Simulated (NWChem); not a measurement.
Molecule: isobutene (C4H8); SMILES C=C(C)C

```xyz
12

C      1.2706     0.0004    -0.6745
C      0.0000     0.0000     0.1233
C     -1.2706    -0.0004    -0.6745
C      0.0000     0.0000     1.4615
H      1.3205     0.8829    -1.3352
H      1.3230    -0.8839    -1.3325
H      2.1614     0.0029    -0.0309
H     -1.3230     0.8839    -1.3325
H     -2.1614    -0.0029    -0.0309
H     -1.3205    -0.8829    -1.3352
H     -0.9333    -0.0002     2.0320
H      0.9333     0.0002     2.0320
```
Atoms are numbered in this order, from 1.

Computed with NWChem. Coordinates come from a PBE0/def2-SVP optimisation. Level: B3LYP/def2-SVP with SMD (1 M gas to 1 M solution), gas-phase geometry.

Q: Among these, which solvent gives the lowest value of “cavity-dispersion-structure term (kcal/mol)”?
(A) tetrahydrofuran
(B) 1,4-dioxane
(C) water
(D) n-hexane

A: D, n-hexane. Values: n-hexane -1.6; tetrahydrofuran -0.4; 1,4-dioxane 0.2; water 3.6
